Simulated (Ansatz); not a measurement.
H₅OPSi, SMILES `[SiH3]OP`. The species carries charge 0 and has multiplicity 1. Geometry: relaxed with PBE0-D4/def2-TZVP. It is one conformer, not always the lowest.

```xyz
8

Si   -0.869   -0.685   -0.683
O    -0.021    0.549    0.010
P     1.183    0.469    1.127
H    -0.097   -1.278   -1.804
H    -2.128   -0.097   -1.197
H    -1.159   -1.740    0.323
H     0.875    1.665    1.836
H     2.215    1.118    0.387
```

Question: What is the dipole moment at B3LYP/def2-TZVPP? (Best estimate.)

Answer: The calculation gave: 0.13 D, with components (0.12, 0.03, -0.01) D in this frame, pointing from negative to positive charge.

Question: And with PBE, r2SCAN, ωB97M-V? (Best estimate.)

Answer: Ansatz gave: PBE 0.15 D, r2SCAN 0.18 D, ωB97M-V 0.15 D.

Question: Give the Mulliken charges with B3LYP, r2SCAN, ωB97M-V in def2-TZVPP. (Estimate.)

Answer: Computed: 
| atom | B3LYP | r2SCAN | ωB97M-V |
| --- | --- | --- | --- |
| Si1 | 0.43 | 0.47 | 0.32 |
| O2 | -0.42 | -0.43 | -0.42 |
| P3 | 0.16 | 0.18 | 0.09 |
| H4 | -0.08 | -0.08 | -0.04 |
| H5 | -0.06 | -0.07 | -0.03 |
| H6 | -0.07 | -0.07 | -0.03 |
| H7 | 0.02 | 0.01 | 0.05 |
| H8 | 0.02 | 0.00 | 0.05 |

B3LYP here is the variant with VWN-RPA as its local correlation; programs differ in this.
